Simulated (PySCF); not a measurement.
# Assignment exercise: C₆H₆N₂

Geometry (Å), atoms numbered from 1 in this order:
```xyz
14

C     2.091   -0.167    0.020
C     1.416    1.041    0.044
C     0.037    0.693    0.019
N    -1.235    1.205    0.019
C    -2.130    0.161   -0.018
C    -1.455   -1.047   -0.043
C    -0.077   -0.699   -0.019
N     1.195   -1.211   -0.018
H     3.162   -0.355    0.027
H     1.877    2.025    0.075
H    -1.486    2.181    0.042
H    -3.202    0.349   -0.025
H    -1.916   -2.031   -0.074
H     1.447   -2.187   -0.041
```

PySCF 2.14 calculation with PBE0-D3(BJ)/def2-SVP geometry, couplings computed with B3LYP/pcJ-1 (spin–dipole term only in couplings to heteroatoms) and NMR shieldings at PBE/pcSseg-1/GIAO; no solvent model, equivalent nuclei averaged, single conformer, no relativistic terms.

Shifts are taken against calculated references (same method and geometry level): $^{13}$C (σref 180.03), $^{1}$H (σref 31.20) against TMS.

Task: Assign these signals to the numbered atoms. $^{13}$C{$^{1}$H} NMR (computed): δ 128.2 (C), 117.8 (CH), 91.4 (CH).

Result: 
128.2 → C3/C7, ring-fusion aromatic carbon
117.8 → C1/C5, aromatic CH next to a ring nitrogen
91.4 → C2/C6, aromatic CH

Task: Assign these signals to the numbered atoms. $^{1}$H NMR (300 MHz, computed): δ 6.71 (br s, 2H), 6.47 (d, J = 3.7 Hz, 2H), 5.91 (d, J = 3.7 Hz, 2H).

Result: 
| δ (ppm) | atoms | environment | reason |
| --- | --- | --- | --- |
| 6.71 | H11/H14 | hydrogen on a pyrrole-type ring nitrogen | exchangeable, gas-phase position |
| 6.47 | H9/H12 | hydrogen on an aromatic CH next to a ring nitrogen | it sits in the deshielding region of the aromatic ring current |
| 5.91 | H10/H13 | hydrogen on an aromatic CH | – |

Exchangeable OH/NH protons stand at their gas-phase positions; hydrogen bonding in a real sample shifts them, mostly to higher δ. Multiplet labels drop couplings under 1 Hz and merge nearly equal ones. Couplings among chemically equivalent protons are left out too, so labels in AA′BB′ or AA′XX′ sets are apparent multiplicities. Unscaled 3J(H,H) at this level run about 10 % above measured values. Shifts are as computed. Against solution values, carbons near 30 ppm lie about +2 ppm off and those near 130 ppm about +2 ppm. Of 1211 compounds with measured shifts, 218 miss one by over three times the rms of a fit or turn the order of signals round; such compounds aren't used in these exercises. Couplings to exchangeable protons are dropped.
